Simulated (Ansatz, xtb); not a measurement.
System: CH3O (charge -1, singlet). 
Coordinates optimised at B3LYP-D3(BJ)/def2-TZVP (Ansatz, an electronic-structure program):
```
C
O 1 1.3204
H 1 1.1462 2 116.58
H 1 1.1462 3 101.52 2 127.77
H 1 1.1462 3 101.52 4 104.45
```
Charge -1, spin multiplicity 1.

Harmonic wavenumbers from GFN2-xTB (xtb, at its own minimum), cm⁻¹: 1181, 1181, 1209, 1486, 1488, 1507, 2065, 2068, 2366.

Q: Give the harmonic wavenumbers at B3LYP-D3(BJ)/def2-TZVP (Ansatz, finite differences of forces, unscaled).

A: 1185, 1185, 1195, 1412, 1412, 1505, 2358, 2358, 2535 cm⁻¹. Zero-point energy 21.7 kcal/mol.

Q: From these and the geometry, give the ideal-gas thermochemistry at 298.15 K and 1 atm (rigid rotor, harmonic oscillator).

A: Point group C3v, rotational symmetry number 3. Rotational constants 159, 28.18, 28.18 GHz. S(trans) 36.23, S(rot) 16.30, S(vib) 0.18, S(elec, spin only) 0.00, S 52.7 cal/(mol K). H(298) - H(0) 2.42 kcal/mol; G - E(el) 8.4 kcal/mol.
